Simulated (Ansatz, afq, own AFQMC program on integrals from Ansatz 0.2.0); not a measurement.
**SiNH₂, doublet: AFQMC among the cluster methods**

```xyz
4

Si    0.0000   -0.1221    0.5333
N     0.0000    0.1881   -1.0305
H     0.0000    1.1726    1.3200
H     0.0000   -0.3847   -1.8594
```

Connectivity, by distances: SiH–NH.

Basis cc-pVDZ. Noble-gas cores (and the filled d shells of Ga–Kr and In–Xe) are frozen. Integrals, coupled cluster, full CI and functionals: Ansatz 0.2.0; the random walks run on the same integrals in our own AFQMC program. ph-AFQMC/CISD is guided by a CISD state made of CCSD amplitudes; releasing the constraint for a short imaginary time cuts its bias at the price of noise, slowly where states lie close. Error bars are statistical, one sigma.

Determinant: UHF, the one that the program's search chose, which needn't be the lowest solution. The geometry is a PBE0/def2-TZVP stationary point of this or a neighbouring charge and spin state.

No full CI on the walks' own integrals is used here; CCSDT(Q) serves as the reference and is uncertain by about the last step of the cluster series.

Cautions: strong correlation (T1 0.051, weight of the determinant 0.83, largest double 0.09); unrestricted determinant slightly spin contaminated (⟨S²⟩ 0.83 against 0.75).

- T1 diagnostic: 0.0507
- weight of the determinant in the CISD state: 0.826
- ⟨S²⟩ of the determinant: 0.828
- size of the correlated space: 11 electrons in 36 orbitals

Reference: CCSDT(Q), correlation energy -7.846 eV. The released energy is read at 2.40 1/Eh (meV from the phaseless value at times in 1/Eh: -22 ± 20 at 0.24, -35 ± 19 at 0.51, -65 ± 22 at 0.99, -74 ± 23 at 1.62, -68 ± 32 at 2.40).

```json
{"level": "HF", "E − E(reference) (mEh)": "288.35", "share of correlation (%)": "0.00"}
{"level": "MP2", "E − E(reference) (mEh)": "45.67", "share of correlation (%)": "84.16"}
{"level": "CCSD", "E − E(reference) (mEh)": "14.25", "share of correlation (%)": "95.06"}
{"level": "CCSD(T)", "E − E(reference) (mEh)": "3.34", "share of correlation (%)": "98.84"}
{"level": "CCSDT", "E − E(reference) (mEh)": "1.55", "share of correlation (%)": "99.46"}
{"level": "ph-AFQMC/HF", "E − E(reference) (mEh)": "12.31 ± 2.57", "share of correlation (%)": "95.73"}
{"level": "ph-AFQMC/CISD", "E − E(reference) (mEh)": "3.24 ± 0.85", "share of correlation (%)": "98.88"}
{"level": "released AFQMC", "E − E(reference) (mEh)": "0.76 ± 1.18", "share of correlation (%)": "99.74"}
```

A walk keeps the symmetry of its determinant, which the program's search chose and which needn't be the lowest solution, so a lower state of the same spin and another symmetry isn't excluded. Released energies are given only where the last usable release times agree within the noise; a slower fall can still hide under it.
